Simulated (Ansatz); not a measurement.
CdCl₂ (R-3m, No. 166) was calculated with HSE06 (Ansatz, a quantum-chemistry and plane-wave program, PAW).

Settings: plane-wave cutoff 500 eV, 6×6×6 k mesh, gaussian smearing 0.02 eV, scalar-relativistic PAW data made under PBE.

Computed at the level's own relaxed cell.

Question: Predict the equilibrium volume per atom, lattice constant a, lattice parameter c and band gap.

Answer: 
* **equilibrium volume per atom**: 28.57 Å³/atom
* **lattice constant a**: 3.883 Å
* **lattice parameter c**: 19.688 Å
* **band gap**: 5.11 eV (on the SCF k mesh)

Measured, for comparison: band gap 5.7 eV (temperature not stated, no zero-point or thermal correction, compiled measured gap; kind and temperature not stated; as tabulated in Kothakonda et al. (2022), arXiv:2208.02841).

Note: the cell comes from a level without a dispersion term, which matters for the spacing of layers, chains or molecules; the volume lies 15 % above that of the published cell; the cell has widely spaced layers and the level no dispersion term, so their spacing and the moduli can rest on weak binding.

Spin–orbit coupling is not included.
